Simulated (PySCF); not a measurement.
NO2, multiplicity 2. Atoms are numbered in the order given.

```xyz
3

O      0.0000     1.0930     0.1396
N      0.0000     0.0000    -0.3192
O      0.0000    -1.0930     0.1396
```
Charge 0, spin multiplicity 2.

Geometry: ωB97X-D3(BJ)/def2-TZVP.

Computed with PySCF with r2SCAN/def2-TZVPD.

Mulliken values depend strongly on the basis, most of all with diffuse functions as here. ESP charges are fitted to the potential on shells at 1.4 to 2.0 van der Waals radii. Atomic charges (e):

```csv
atom,meta-Löwdin,Mulliken,ESP fit,Mulliken spin
O1,-0.23,-0.37,-0.12,0.28
N2,0.47,0.74,0.24,0.45
O3,-0.23,-0.37,-0.12,0.28
```
